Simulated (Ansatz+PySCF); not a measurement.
Results of a calculation; reference values are marked as such.
A run of PySCF 2.14.0 on doublet CH₃ at this shape:

```xyz
4

C     0.0000    0.0000    0.0000
H     1.5810    0.0000    0.0000
H    -0.5452    0.9443    0.0000
H    -0.5452   -0.9443    0.0000
```

Its results:

| Item | Value |
| --- | --- |
| Converged | yes |
| Reference energy | -38.97246 hartree |
| Correlation energy | -0.04173 hartree |
| Total energy | -39.01419 hartree |

Task: Which input gives this output? Name the method, the orbitals and the basis set, and write the input.

Result: UHF-MP2 in STO-3G.

```python
from pyscf import gto, scf, mp

mol = gto.M(atom="""
C 0.000000 0.000000 0.000000
H 1.581000 0.000000 0.000000
H -0.545170 0.944270 0.000000
H -0.545170 -0.944270 0.000000
""", basis='sto-3g', charge=0, spin=1)
mf = scf.UHF(mol)
mf.kernel()
pt = mp.MP2(mf, frozen=1).run()
print(mf.e_tot, pt.e_corr, pt.e_tot)
```

Caution: bonds are stretched, where a single reference can fail; the unrestricted determinant is spin contaminated.
